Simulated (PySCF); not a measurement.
# ClFH₃Si−, cut into parts across a bond: interaction energy

The task here is to estimate one member of a computed series from the others.

Programs: PySCF 2.14.0. All values are calculated, for the isolated system unless a continuum is named. Atoms count from 0, parts from 1.

## Starting point

6 atoms, charge -1, multiplicity 1; geometry: GFN2-xTB. Parts: 1 = atoms 0–4, `[SiH3]Cl`, charge 0; 2 = atom 5, `[F-]`, charge -1. In the given geometry Si0 and F5 of different parts are bonded (1.71 Å), so values for the parts refer to these atom groups.

The first run:

Job settings and geometry (Å):

```
{"job": {"xc": "PBE0", "basis": "def2-SVPD", "d3": "d3bj", "grid": 2, "kind": "geom", "shake": 0.01}, "charge": -1, "multiplicity": 1, "parts": [{"atoms": "0-4", "charge": 0, "multiplicity": 1}, {"atoms": "5-5", "charge": -1, "multiplicity": 1}]}
Si    -0.573730    -0.330434    -0.277322
Cl     1.616140     0.327189     0.368417
H     -0.936849    -0.294300     1.133066
H      0.053152    -1.487646    -0.875752
H     -0.632480     0.935638    -1.049318
F     -2.165441    -0.750404    -0.745461
```

Command:

```sh
OMP_NUM_THREADS=1 python cluster_run.py task.json out
```

The driver reads the jobs from task.json and runs them one after another.

Among the steps run: Geometry optimisation at PBE0-D3(BJ)/def2-SVPD; Coupled-cluster interaction energy: CCSD(T) and MP2.

One table of the session follows, with a row left open; its other results are not shown here.

It belongs to the step «Coupled-cluster interaction energy: CCSD(T) and MP2». 

```
                 method  interaction energy (kcal/mol)
         HF/aug-cc-pVDZ                        -105.96
        MP2/aug-cc-pVDZ                         -98.03
       CCSD/aug-cc-pVDZ                              ?
    CCSD(T)/aug-cc-pVDZ                         -96.96
         HF/aug-cc-pVTZ                        -111.73
        MP2/aug-cc-pVTZ                        -105.74
    SCS-MP2/aug-cc-pVTZ                        -105.02
      MP2, extrapolated                        -106.56
CCSD(T), limit estimate                        -105.49
```

Estimate the missing values for CCSD/aug-cc-pVDZ.

**Answer.** interaction energy (kcal/mol): -98.41. In the column «interaction energy (kcal/mol)» it lies between SCS-MP2/aug-cc-pVTZ (-105.02) and MP2/aug-cc-pVDZ (-98.03).

At this geometry Si0 and F5 of different parts are bonded (1.74 Å), so this energy is mostly that of cutting a chemical bond between strained fragments, not an intermolecular interaction.

Limits of these values: The interaction energy leaves out the deformation of the parts, 41.14 kcal/mol at MP2. So large a deformation means that a part is far from its own minimum, so a sum across the two methods would be rough.
